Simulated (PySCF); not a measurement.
Molecule: SMILES C[P+](C)(C)C, [C4H12P]+.

Atom-mapped SMILES (the numbers label the heavy atoms): `[CH3:1][P+:2]([CH3:3])([CH3:4])[CH3:5]`. Hydrogens are named by the atom that carries them.

Geometry PBE0-D3(BJ)/def2-SVP throughout; GIAO in PySCF 2.14, gas phase, one conformer, non-relativistic; equivalent atoms averaged; basis pcSseg-1.

For orientation, KT3 gives these shifts δ (against TMS, H3PO4 at the same level): C1/C3/C4/C5 11.4, P2 7.2, H(C1)/H(C3)/H(C4)/H(C5) 1.83 ppm.

A run gave: C1/C3/C4/C5 12.3, P2 15.0, H(C1)/H(C3)/H(C4)/H(C5) 1.80 ppm (shifts δ (against TMS, H3PO4 at the same level)).

Which functional was used in that run?
A. B3LYP
B. PBE
C. PBE0
D. BLYP
E. mPW1PW91

## Answers

D. P2 tells them apart best: BLYP gives 15.0, B3LYP gives 8.5, PBE gives 6.5, mPW1PW91 gives 0.4, PBE0 gives -0.6 ppm.
